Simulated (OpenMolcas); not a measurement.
**PF3 (phosphorus trifluoride): B97-1/6-311+G(d,p) (C-PCM tetrahydrofuran)**

What is the vertical singlet–triplet gap of PF3 (phosphorus trifluoride) at B97-1/6-311+G** (C-PCM tetrahydrofuran)? 

The results are computed with OpenMolcas 26.06.

4 further runs of the same task are left out: 2 that didn't finish, 2 set aside as unsound or not needed.

## Step 1: The system as given

PF3: 4 atoms, total charge 0, spin state singlet. As SMILES, `FP(F)F`. Geometry: relaxed at PBE0-D4/def2-TZVP.

Bond lengths: F1–P2 1.572 Å, P2–F3 1.572 Å, P2–F4 1.572 Å. Angles: F1–P2–F3 97.6°, F1–P2–F4 97.6°, F3–P2–F4 97.6°.

## Step 2: The charge distribution at B97-1/6-311+G(d,p) (C-PCM tetrahydrofuran)

Input file input.xyz:

```xyz
4

F      0.834400    -0.663200     0.874500
P     -0.297500     0.314600     0.392300
F     -1.061900    -0.696500    -0.536900
F      0.525000     1.045200    -0.730000
```

Input file test.input:

```
&gateway
baslib=$CurrDir
coord=input.xyz
basis=6-311pGss
group=NoSym
rf-input
PCM-Model
Solvent=tetrahydrofuran
Conductor
End of RF-Input
&seward
&scf
ksdft=HYB_GGA_XC_B97_1
prorbitals=1 2
&localisation
pipek-mezey
```

The basis set 6-311+G** is read from a file made from the Basis Set Exchange's data (not shown).

The run is started by

```bash
$ export MOLCAS_MEM=1860
$ pymolcas test.input > test.log
```

What it wrote:

```text
--- Start Module: gateway ---
[...]
--- Stop Module: gateway /rc=_RC_ALL_IS_WELL_ ---
[...]
      Basis functions           96
[...]
--- Start Module: scf ---
[...]
       Convergence after  11 Iterations
[...]
::    Total KS-DFT energy                            -640.9521785451
[...]
      Total spin, S                                     0.0000000000
[...]
      Total electronic charge=   42.000000
      Total            charge=   -0.000000
[...]
      Dipole Moment (debye):
      Origin of the operator (angstrom)=   -0.0405    0.0428    0.0534
                   X= -7.7969E-01               Y=  8.2501E-01               Z=  1.0281E+00           Total=  1.5315E+00
      Quadrupole Moment (debye*angstrom):
[...]
--- Stop Module: scf /rc=_RC_ALL_IS_WELL_ ---
[...]
--- Start Module: localisation ---
[...]
--- Stop Module: localisation /rc=_RC_ALL_IS_WELL_ ---
[...]
```

Run time: 13 s. Hardware: 1 thread of Arm Neoverse V1, shared host; peak memory 0.53 GiB.

Atomic charges (e):

```
atom  Mulliken
  F1    -0.224
  P2    +0.670
  F3    -0.223
  F4    -0.223
```

## Step 3: The triplet at the same level

input.xyz is that of step 2.

Input file test.inp:

```
>>> EXPORT MOLCAS_PRINT=2
&gateway
baslib
$CurrDir
coord
input.xyz
basis
6-311pGss
group
NoSym
rf-input
PCM-Model
Solvent=tetrahydrofuran
Conductor
End of RF-Input
&seward
&scf
uhf
spin
3
ksdft
HYB_GGA_XC_B97_1
prorbitals
1 2
```

The basis set 6-311+G** is read from a file made from the Basis Set Exchange's data (not shown).

The run is started by

```bash
$ export MOLCAS_MEM=1860
$ pymolcas test.inp > test.log
```

What it wrote:

```text
--- Start Module: gateway ---
[...]
--- Stop Module: gateway /rc=_RC_ALL_IS_WELL_ ---
--- Start Module: seward ---
[...]
      Basis functions           96
--- Stop Module: seward /rc=_RC_ALL_IS_WELL_ ---
[...]
--- Start Module: scf ---
[...]
       Convergence after  25 Iterations
[...]
::    Total KS-DFT energy                            -640.7306271103
[...]
      Total spin, S                                     1.0008662587
[...]
      Total electronic charge=   42.000000
      Total            charge=   -0.000000
[...]
      Dipole Moment (debye):
      Origin of the operator (angstrom)=   -0.0405    0.0428    0.0534
                   X= -4.4988E-01               Y=  1.1479E+00               Z=  5.7991E-01           Total=  1.3625E+00
      Quadrupole Moment (debye*angstrom):
[...]
--- Stop Module: scf /rc=_RC_ALL_IS_WELL_ ---
[...]
```

It took 27 s on 1 thread of Arm Neoverse V1, shared host; peak memory 0.53 GiB.

Atomic charges (e):

```
atom  Mulliken
  F1    -0.136
  P2    +0.338
  F3    -0.136
  F4    -0.065
```

## Step 4: Summary of results

At B97-1/6-311+G** (C-PCM tetrahydrofuran):

```
                                        quantity          value
                           singlet: total energy  -640.95218 Eh
                          singlet: dipole moment         1.53 D
                            singlet: HOMO energy       -9.03 eV
                            singlet: LUMO energy       -0.41 eV
                          singlet: HOMO–LUMO gap        8.63 eV
                           triplet: total energy  -640.73063 Eh
                          triplet: dipole moment         1.36 D
     triplet: HOMO energy (highest over α and β)       -3.26 eV
                                   triplet: ⟨S²⟩          2.003
vertical energy of the triplet above the singlet       6.029 eV
```

What this shows: At this shape the triplet lies 6.03 eV (139 kcal/mol) above the singlet.
